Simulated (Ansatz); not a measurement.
This geometry of C$_{3}$H$_{4}$FNS (10 atoms, charge 0, multiplicity 1) is a first-order saddle point.

Level of theory: RHF/def2-SVP (Ansatz).

```xyz
10
Properties=species:S:1:pos:R:3
C 0.202 -1.543 1.322
N -0.590 -1.085 0.196
C -0.317 -0.090 -0.433
C -0.096 0.987 -1.135
F 0.680 0.941 -2.215
S -0.764 2.593 -0.763
H 0.561 -2.547 1.103
H -0.447 -1.607 2.194
H 1.049 -0.891 1.542
H -0.194 3.190 -1.808
```

Problem. Which two structures does it join? (They come from a converged band through this point; their orientation in space is the band's.)

Solution. No bond is made or broken. The dihedral F5–C4–S6–H10 goes from 80 to -78°.

First end point:

```xyz
10
Properties=species:S:1:pos:R:3
C -0.062 -1.594 1.209
N -0.628 -0.910 0.063
C -0.128 0.034 -0.484
C 0.363 1.083 -1.098
F 1.180 0.919 -2.140
S 0.044 2.722 -0.568
H 0.089 -2.639 0.945
H -0.783 -1.556 2.023
H 0.884 -1.160 1.537
H -0.875 3.050 -1.483
```

Last end point:

```xyz
10
Properties=species:S:1:pos:R:3
C -0.015 -1.483 1.261
N -0.640 -1.031 0.034
C -0.274 -0.087 -0.611
C 0.055 0.944 -1.350
F 0.941 0.794 -2.337
S -0.691 2.518 -1.162
H 0.302 -2.515 1.125
H -0.762 -1.465 2.053
H 0.841 -0.873 1.552
H 0.327 3.147 -0.562
```

Problem. How far does it lie above each of them?

Solution. 0.252 eV above the first and 0.242 eV above the second. This is the barrier of this one path; another mechanism may lie lower.

Run time: 54 s on 2 threads of Intel(R) Xeon(R) Platinum 8488C (Sapphire Rapids), on a shared host, peak memory 0.24 GiB.
